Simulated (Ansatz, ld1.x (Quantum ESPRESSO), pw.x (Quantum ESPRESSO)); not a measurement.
# pw.x on bcc Re: one setting changed

Potential: norm-conserving Troullier–Martins (Kleinman–Bylander form), ld1.x (Quantum ESPRESSO) 7.5, PBEsol; core [Xe] 4f14, reference 5d5 6s2 6p0; waves: 6p (bound, empty): rc 3.10 bohr; 5d (bound): rc 2.50 bohr; 6s (bound): rc 1.82 bohr; local part: the s channel; core correction: a·sin(br)/r model core inside 1.35 bohr.

The reference run (k-mesh 15³, cutoffs 100/400 Ry, Fermi–Dirac 0.01 Ry, mixing_beta 0.4, conv_thr 1e-9, no spin) gives 5.36 GPa at 14.678 Å³/atom, where all-electron LAPW gives 0.85 GPa. This run, with its own iteration cap, changes smearing to mp.

```
&control
  calculation='scf', prefix='x', pseudo_dir='./', outdir='./tmp', tstress=.true., disk_io='none'
/
&system
  ibrav=0, nat=1, ntyp=1, ecutwfc=100, ecutrho=400, nbnd=11,
  occupations='smearing', smearing='mp', degauss=0.01
/
&electrons
  conv_thr=1e-09, mixing_beta=0.4, electron_maxstep=70
/
ATOMIC_SPECIES
Re 1.0 Re.UPF
CELL_PARAMETERS angstrom
  -1.54241875 1.54241875 1.54241875
  1.54241875 -1.54241875 1.54241875
  1.54241875 1.54241875 -1.54241875
ATOMIC_POSITIONS crystal
Re 0.0000 0.0000 0.0000
K_POINTS automatic
15 15 15 0 0 0
```

```bash
pw.x < Re.scf.in > Re.scf.out
```

Question: How does the run end?

Answer: It converges in 7 iterations; the free energy moves by +38.6 meV/atom and the pressure by -0.53 GPa. This scheme is built to cancel the term in the square of the width that Fermi–Dirac smearing leaves in the F of a metal.

```
Message from routine setup:
     using ibrav=0 with symmetry is DISCOURAGED, use correct ibrav instead
     lattice parameter (alat)  =       5.0485  a.u.
     unit-cell volume          =      99.0521 (a.u.)^3
     number of electrons       =         7.00
     number of Kohn-Sham states=           11
     kinetic-energy cutoff     =     100.0000  Ry
     charge density cutoff     =     400.0000  Ry
     scf convergence threshold =      1.0E-09
     Exchange-correlation= PBESOL
     number of k points=   120  Methfessel-Paxton smearing, width (Ry)=  0.0100
     iteration #  1     ecut=   100.00 Ry     beta= 0.40
     total energy              =     -36.71234769 Ry
     estimated scf accuracy    <       0.04510494 Ry
     iteration #  2     ecut=   100.00 Ry     beta= 0.40
     total energy              =     -36.71124875 Ry
     estimated scf accuracy    <       0.00698197 Ry
     iteration #  3     ecut=   100.00 Ry     beta= 0.40
     total energy              =     -36.71239103 Ry
     estimated scf accuracy    <       0.00019348 Ry
     iteration #  4     ecut=   100.00 Ry     beta= 0.40
     c_bands:  1 eigenvalues not converged
     total energy              =     -36.71240855 Ry
     estimated scf accuracy    <       0.00001322 Ry
     iteration #  5     ecut=   100.00 Ry     beta= 0.40
     total energy              =     -36.71241182 Ry
     estimated scf accuracy    <       0.00000040 Ry
     iteration #  6     ecut=   100.00 Ry     beta= 0.40
     total energy              =     -36.71241190 Ry
     estimated scf accuracy    <       0.00000002 Ry
     iteration #  7     ecut=   100.00 Ry     beta= 0.40
     the Fermi energy is    18.0143 ev
!    total energy              =     -36.71241190 Ry
     estimated scf accuracy    <          1.1E-10 Ry
     smearing contrib. (-TS)   =      -0.00005017 Ry
     The total energy is F=E-TS. E is the sum of the following terms:
     one-electron contribution =      14.77032537 Ry
     hartree contribution      =       0.39892141 Ry
     xc contribution           =     -21.29193534 Ry
     ewald contribution        =     -30.58967318 Ry
     convergence has been achieved in   7 iterations
          total   stress  (Ry/bohr**3)                   (kbar)     P=       48.35
     Message from routine punch:
     Nothing written, as per user request (disk_io='none')
```

The run took about 24 s on one core of a shared host (AMD EPYC 7R43 64-Core Processor, 256 threads, 1004 GiB, load 106).
